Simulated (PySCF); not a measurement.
**Dipole moment and polarisability of ketenimine**

Compound: ketenimine, C2H3N.
Cartesian coordinates in Å at the GFN2-xTB level; atoms count from 1:
```xyz
6
C2H3N angstrom
C     -0.9703   -0.0317    0.0754
C      0.3094    0.0050   -0.1123
N      1.4651    0.0243   -0.4775
H     -1.5548    0.8688    0.0976
H     -1.4830   -0.9633    0.2242
H      2.2367    0.0989    0.1709
```

Level: PBE0/def2-SVPD (PySCF), static field, nuclei fixed, core orbitals frozen in the response. The polarisability tensor in these axes (au):

```
x   52.44  0.79 -4.55
y    0.79 23.78 -0.10
z   -4.55 -0.10 24.86
```

Task: What are the eigenvalues, a third of the trace, and Δα (Δα² = ½Σ(αi − αj)² over the three pairs)?

Result: Principal values 23.76, 24.13 and 53.19 au; mean 33.69 au = 4.99 Å³ = 5.56 × 10⁻⁴⁰ C²·m²/J; Δα = 29.25 au (87 % of the mean).

Task: What is the dipole moment, and where does it point?

Result: (0.05, 0.09, 1.30) D, 1.30 D in size, pointing from the negative to the positive side. Measured along this direction, the outermost atoms are N3 at the negative end and H6 at the positive end.

Task: What would n − 1 = 2πNα be for an ideal gas of these molecules at 500 K and 1 atm, electronic part alone?

Result: N = p/kT = 1.4678 × 10¹⁹ cm⁻³, so n − 1 = 2π × N × 4.99 × 10⁻²⁴ cm³ = 460 × 10⁻⁶ at long wavelengths, for an ideal gas.

Task: Traceless (Buckingham) quadrupole moment about the centre of nuclear charge: eigenvalues?

Result: -5.44, 0.22, 5.22 D·Å. The values depend on the origin, since the dipole doesn't vanish. The electronic extent ⟨r²⟩ about the same centre is 155 bohr², a root-mean-square distance of 1.41 Å for the 22 electrons.

Task: What molar refraction does this α imply?

Result: Lorentz–Lorenz: R = (4π/3)N_A α = 2.5225 cm³/(mol·Å³) × 4.99 Å³ = 12.6 cm³/mol, in the limit of long wavelengths.

Geometry: GFN2-xTB; no solvent, vibrations or thermal averaging.
